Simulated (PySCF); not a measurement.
COS.
SMILES: `O=C=S`

Method: TDDFT PBE0/def2-SVPD, vertical, gas phase, core orbitals frozen in the response in PySCF. Geometry: GFN2-xTB; no solvent, vibrations or thermal averaging.

Each state is given a Gaussian of 0.5 eV full width at half maximum, with ε(max) = 2.175×10⁸ f / Δν̃ (Δν̃ the width in cm⁻¹). The width is an assumption, not a result. The curve ends short of the highest state used, and states not computed would add to its high-energy end.

λ (nm), ε (L mol⁻¹ cm⁻¹) and a bar:
```
    153.9       3545 ##################
    155.6       4443 #######################
    157.3       5442 ############################
    159.0       5842 ##############################
    160.7       5411 ############################
    162.4       4343 ######################
    164.1       3044 ################
    165.8       1879 ##########
    167.5       1029 #####
    169.2        504 ###
    170.9        222 #
    172.6         89 
    174.3         32 
    176.0         11 
    177.7          3 
    179.4          1 
    181.1          0 
    182.8          0 
    184.5          0 
    186.2          0 
    187.9          0 
    189.6          0 
    191.3          0 
    193.0          0 
    194.7          0 
    196.4          0 
    198.1          0 
    199.8          0 
    201.5          0 
    203.2          0 
    204.9          0 
    206.6          0 
    208.3          0 
    210.0          0 
    211.7          0 
    213.4          0 
    215.1          0 
    216.8          0 
    218.5          0 
    220.2          0 
    221.9          0 
    223.6          0 
    225.3          0 
    227.0          0 
    228.7          0 
    230.4          0 
    232.1          0 
    233.8          0 
    235.5          0 
    237.2          0 
    239.0          0 
    240.7          0 
    242.4          0 
    244.1          0 
    245.8          0 
    247.5          0
```

Question: Locate the maxima and give the states behind the curve.

Answer: 159 nm (7.80 eV), ε about 5800, made up of S4 (50%) and S5 (50%) (ε in L mol⁻¹ cm⁻¹; maxima over ε = 5, shares over 10%). The states used: S1 5.76 eV (f 0.0000); S2 6.03 eV (f 0.0000); S3 6.03 eV (f 0.0000); S4 7.80 eV (f 0.054); S5 7.80 eV (f 0.054); S6 8.65 eV (f 0.685); S7 8.66 eV (f 0.0042); S8 8.66 eV (f 0.0042).

Question: Coming from long wavelengths, where does ε first pass 100 L mol⁻¹ cm⁻¹?

Answer: At about 172 nm (7.19 eV), 1.43 eV above S1.

Question: What would ε be at 7.80 eV, the highest of these maxima, with half the width (0.25 eV)?

Answer: About 11700 L mol⁻¹ cm⁻¹ against 5840, a factor of about 2.00; a lone state at its own centre would give exactly 2.
